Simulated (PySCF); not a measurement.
Structure problem from calculated spectra and properties.

Formula: C5H10O.

| Quantity | Value |
| --- | --- |
| UV, strongest line | among the 6 lowest singlet transitions: S5 at 7.38 eV (168 nm, f = 0.112) [TDDFT PBE0/def2-SVPD] |
| Triplet | lowest triplet excitation (Tamm–Dancoff): 4.39 eV [TDA PBE0/def2-SVPD] |
| 13C NMR | chemical shifts (computed TMS as zero) by class: 164.1 (1 C), 112.4 (1 C), 68.5 (1 C), 31.3 (1 C), 19.0 (1 C) ppm [GIAO PBE0/pcSseg-1] |
| Dipole | 1.84 D [PBE0/def2-SVPD] |
| UV, first state | lowest singlet excitation: 6.67 eV (186 nm, f = 0.027) [TDDFT PBE0/def2-SVPD] |
| Polarisability | 66.5 au [PBE0/def2-SVPD] |
| NMR, other nuclei | isotropic shieldings of nuclei other than C and H, by class: 300 (1 O) ppm [GIAO PBE0/pcSseg-1] |
| 1H NMR | chemical shifts (computed TMS as zero) by class: 5.43 (1 H), 5.30 (1 H), 4.40 (2 H), 1.99 (2 H), 1.09 (3 H), 0.10 (1 H) ppm [GIAO PBE0/pcSseg-1] |
| Rotational structure | rotational constants A, B, C: 5.868, 2.236, 1.878 GHz [GFN2-xTB] |

Electronic properties: PySCF, gas phase, density fitting. Levels stand in brackets. Isolated species at its GFN2-xTB geometry (one conformer only). NMR classes are plain means over equivalent atoms (diastereotopic ones count apart unless rotation or inversion swaps them), as if these changed places fast.

Question: Give a SMILES that accounts for the data.

Answer: Numbering: `[CH2:1]=[C:2]([CH2:3][CH3:4])[CH2:5][OH:6]`. Its formula, C5H10O, gives 1 degree of unsaturation: 0 rings and 1 π bond in the structure found. 5 carbons fall into 5 classes; from least to most shielded: fully substituted alkene carbon [C2] (164.1 ppm), terminal =CH2 carbon [C1] (112.4 ppm), carbinol carbon (C–OH) [C5] (68.5 ppm), allylic carbon [C3] (31.3 ppm), methyl carbon [C4] (19.0 ppm). Hydrogen classes from least to most shielded: 1 H on a terminal =CH2 carbon, C1 (5.43 ppm), 1 H on a terminal =CH2 carbon, C1 (5.30 ppm), 2 H on a carbinol carbon (C–OH), C5 (4.40 ppm), 2 H on an allylic carbon, C3 (1.99 ppm, a mean of values up to 0.6 ppm apart in this geometry), 3 H on a methyl carbon, C4 (1.09 ppm), 1 H on an alcohol oxygen, O6 (0.10 ppm). The other shieldings belong to: 300 ppm, alcohol oxygen [O6]. The optimised geometry has point group C1 and is an asymmetric top. Structure: `C=C(CC)CO`. Computed isomers that give other values at the same levels: `CO[C@@H]1C[C@@H]1C` (13C chemical shifts (computed TMS as zero) by class: 61.8 (1 C), 60.3 (1 C), 15.7 (1 C), 14.1 (1 C), 12.0 (1 C) ppm); `CCC(=O)CC` (rotational constant A: 8.813 GHz; this holds for the one conformer computed); `CC(C)(C)C=O` (rotational constant A: 4.491 GHz; this holds for the one conformer computed). The assignments are read from this structure; whether some other isomer fits the data as well wasn't checked.

Shape of the structure used: `[CH2:1]=[C:2]([CH2:3][CH3:4])[CH2:5][OH:6]`: C1–C2–C3–C4 95°, C1–C2–C5–O6 -12°, H–O6–C5–C2 -54°.
